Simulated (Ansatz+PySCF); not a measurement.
The numbers below are computed, except where a source is named.
# Several solutions for triplet LiNH2

```csv
atom,x (Å),y (Å),z (Å)
N,0.0000,0.0000,-0.1963
H,0.0000,0.0000,1.3739
Li,30.0000,0.0000,-0.8788
H,30.0000,0.0000,2.6364
```

Basis set: 6-31G (spherical functions). Charge 0, multiplicity 3.

CASSCF(4,4) was run from several starts with Ansatz (development build ahead of 0.2.0) and PySCF 2.14.0. The starts are those of the Hartree–Fock orbitals from which the active space was taken at the frontier.

| run | program | start | converged | energy (hartree) | <S²> |
| --- | --- | --- | --- | --- | --- |
| A | Ansatz | stability test followed | yes | -62.79299 | 2.00 |
| B | PySCF | program defaults | yes | -62.67782 | 2.00 |
| C | Ansatz | atomic start, no search | yes | -62.79299 | 2.00 |
| D | Ansatz | search for the lowest state | yes | -62.79738 | 2.00 |

(1) Which runs reached the lowest solution of this kind, and what is wrong with the others?

## Answers

(1) D reached the lowest solution found. Converged but too high: A by 0.12 eV, B by 3.25 eV, C by 0.12 eV. Convergence only shows a stationary point; in CASSCF the end hangs on which orbitals enter the active space. Caution: other starts end on other solutions of this active space.
